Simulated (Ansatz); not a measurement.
`O/C=C\F` + H₂S → `F/C=C\S` + H₂O  (substitution at a C–O bond)

Gas-phase electronic energies from Ansatz, PBE0-D4/def2-TZVP geometries. CCSD(T)/CBS adds triple-zeta CCSD(T) − MP2 to the extrapolated MP2 energy (def2 sets, frozen cores). This one scheme is used for every species. Double bonds are as drawn, so ΔE can hold a change between cis and trans. DFT in def2-TZVPP. B3LYP here is the variant with VWN-RPA as its local correlation; programs differ in this. HSE06 is defined as in plane-wave codes. Each species was taken in one conformer, which may not be the lowest.

```csv
level,ΔE (kcal/mol),difference from CCSD(T)/CBS
LDA (SPW92),-5.1,2.5
PBE-D4,-6.4,1.2
revPBE-D4,-7.1,0.5
BLYP-D4,-6.0,1.6
r2SCAN-D4,-6.1,1.5
PBE0-D4,-6.3,1.3
B3LYP-D4,-5.8,1.8
r2SCANh-D4,-6.1,1.5
r2SCAN0-D4,-6.1,1.5
HSE06-D4,-6.3,1.3
BHLYP-D4,-5.4,2.2
CAM-B3LYP-D4,-4.6,3.0
ωB97X-V,-5.0,2.6
ωB97M-V,-5.6,2.0
B2PLYP,-5.9,1.7
PBE-QIDH,-6.8,0.8
PBE,-5.8,1.8
revPBE,-5.7,1.9
BLYP,-4.6,3.0
r2SCAN,-5.9,1.7
PBE0,-5.7,1.9
B3LYP,-4.7,2.9
r2SCAN0,-6.0,1.6
HSE06,-5.8,1.8
BHLYP,-4.4,3.2
CAM-B3LYP,-4.0,3.6
LC-ωPBE,-5.0,2.6
RPA@PBE/def2-TZVPP,-5.1,2.5
HF/def2-SVP,1.0,8.6
MP2/def2-SVP,-3.3,4.3
CCSD/def2-SVP,-1.3,6.3
CCSD(T)/def2-SVP,-1.6,6.0
HF/def2-TZVPP,-2.8,4.8
MP2/def2-TZVPP,-8.6,-1.0
SCS-MP2/def2-TZVPP,-7.1,0.5
CCSD/def2-TZVPP,-5.7,1.9
CCSD(T)/def2-TZVPP,-6.3,1.3
HF/def2-QZVPP,-2.9,4.7
HF/CBS(def2),-2.9,4.7
CCSD/CBS(def2),-7.0,0.6
CCSD(T)/CBS,-7.6,0
```

Problem. What do rigid-rotor, harmonic-oscillator terms from PBE0-D4/def2-TZVP frequencies (298.15 K, 1 bar) make of the CCSD(T)/CBS value? (An estimate is asked.)

Solution. The calculation gave: ΔZPE = +0.5 kcal/mol, ΔH = -6.8 kcal/mol, ΔS = -1 J/(mol·K), ΔG = -6.7 kcal/mol.

Largest T1 diagnostic among the species: 0.013.

Leaving LDA and LC-ωPBE aside and taking each functional with its dispersion term where it has one, the values spread over 2.5 kcal/mol, from revPBE-D4 to CAM-B3LYP-D4. In def2-TZVPP, CCSD(T) changes the Hartree–Fock value by −3.5 kcal/mol (the triples alone add −0.6 kcal/mol) and MP2 by −5.7 kcal/mol. The D4 term adds −1.1 kcal/mol with B3LYP and −0.6 kcal/mol with PBE0; it sums over pairs of atoms, weighted by their polarisabilities, and B3LYP, whose exchange is more repulsive, gets the larger term.
